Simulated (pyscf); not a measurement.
PySCF, gas phase, ωB97X-D3(BJ)/def2-SVP geometries. Correlated levels are frozen-core, on RHF or UHF. ΔMP2 is the change of the MP2 total energy from the triple- to the quadruple-zeta basis.

SMILES: C[CH2][MgH]
```xyz
9

C     -0.0064     0.2862    -0.2680
C     -0.8630    -0.9895    -0.1658
Mg    -2.8581    -0.7041     0.4418
H      1.0298     0.0817    -0.5939
H     -0.4250     1.0099    -0.9895
H      0.0673     0.8140     0.6992
H     -0.3754    -1.7010     0.5287
H     -0.8580    -1.5110    -1.1427
H     -4.4740    -0.4718     0.9337
```

Task: How much does it cost (ΔH, 298 K, CCSD(T)/def2-TZVPP + ΔMP2(QZVPP)) to split H₃C–CH₂–MgH at its H–Mg bond into [H₃C–CH₂–Mg]• + H•?

Result: H–Mg to [H₃C–CH₂–Mg]• + H•: 70.6 kcal/mol. The radicals are drawn with the spin at the cut bond; how far it spreads was not checked. Other isomers of [H₃C–CH₂–Mg]• were not searched in full and may lie lower. The CCSD(T) − MP2 part came from Ansatz, without density fitting, on the same reference. The frozen core leaves the outer d or s,p core shells of the metals and heavy elements correlated in the MP2 and CC values, and def2-TZVPP describes them poorly, which can shift differences by a few kcal/mol.
